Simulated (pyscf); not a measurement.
## Substitution at O: F–SiH•–F (SMILES F[SiH]F) + H₂O (SMILES O) -> HO–SiH(F)–F (SMILES O[SiH](F)F) + H• (SMILES [H])

Gas phase, doublet surface, charge 0. Bonds broken: O5–H6. Bonds formed: Si2–O5. Structures and frequencies: ωB97X-D3(BJ)/def2-SVP in PySCF. MP2 and CC: frozen core, UHF for open shells. ΔMP2 is the change of the MP2 total energy from the triple- to the quadruple-zeta basis.

Transition state (Å):

```xyz
7

F      0.9856    -0.2893    -0.4538
Si    -0.5248     0.1354    -0.0756
F     -0.3292     1.4416     0.8791
H     -1.2891     0.6390    -1.2360
O     -1.1825    -1.7789    -0.2530
H     -1.2416    -1.1126     0.8089
H     -2.1193    -1.7272    -0.5182
```

One imaginary mode, 1249i cm⁻¹; descent along it reached the two sides named, in the forms told below.

```tsv
bond	change	reactant side (Å)	saddle	product side
O5–H6	breaks	0.969	1.255	3.6
Si2–O5	forms	2.468	2.032	1.635
```

Electronic energies relative to the separated reactants (kcal/mol):

| level | barrier | reaction energy | reverse barrier |
|---|---|---|---|
| ωB97X-D3(BJ)/def2-TZVP | 16.4 | -19.0 | 35.4 |
| PBE/def2-TZVP | 13.1 | -13.3 | 26.4 |
| r²SCAN/def2-TZVP | 13.2 | -16.1 | 29.3 |
| B3LYP-D3(BJ)/def2-TZVP | 17.2 | -14.7 | 31.9 |
| PBE0-D3(BJ)/def2-TZVP | 15.6 | -16.2 | 31.8 |
| M06-2X/def2-TZVP | 19.8 | -19.2 | 39.0 |
| ωB97M-D3(BJ)/def2-TZVP | 17.3 | -18.8 | 36.0 |
| HF/def2-TZVP | 34.4 | -22.7 | 57.1 |
| MP2/def2-QZVPP | 22.1 | -20.2 | 42.3 |
| CCSD/def2-TZVPP | 22.2 | -16.8 | 39.0 |
| CCSD(T)/def2-TZVPP | 20.1 | -17.2 | 37.2 |
| CCSD(T)/def2-TZVPP + ΔMP2(QZVPP) | 20.3 | -16.9 | 37.2 |

With CCSD(T)/def2-TZVPP + ΔMP2(QZVPP) energies and thermal terms (ideal gas, 1 atm, RRHO with modes under 100 cm⁻¹ raised to 100, one conformer, R ln 2 for chiral ones without a mode under 150 cm⁻¹), in kcal/mol:

| T (K) | ΔH‡ | ΔG‡ | ΔH | ΔG |
|---|---|---|---|---|
| 298 | 18.1 | 28.4 | -20.4 | -16.8 |
| 600 | 18.4 | 38.8 | -19.2 | -13.7 |
| 900 | 19.2 | 48.8 | -17.8 | -11.2 |
| 1200 | 20.1 | 58.5 | -16.5 | -9.2 |

On the reactant side the descent ends in a complex, 5.8 kcal/mol under the separated species and 22.2 kcal/mol under the saddle at ωB97X-D3(BJ)/def2-TZVP. At the saddle there is also a short H–Si contact that neither side keeps. This saddle turned up in a search for another step; its sides and bond changes are read from the two ends of the descent. This is the saddle that the search found; another between the same sides may lie lower. The angle at the attacked O is 56° (front-side attack). The CCSD(T) − MP2 part came from Ansatz, without density fitting, on the same reference.
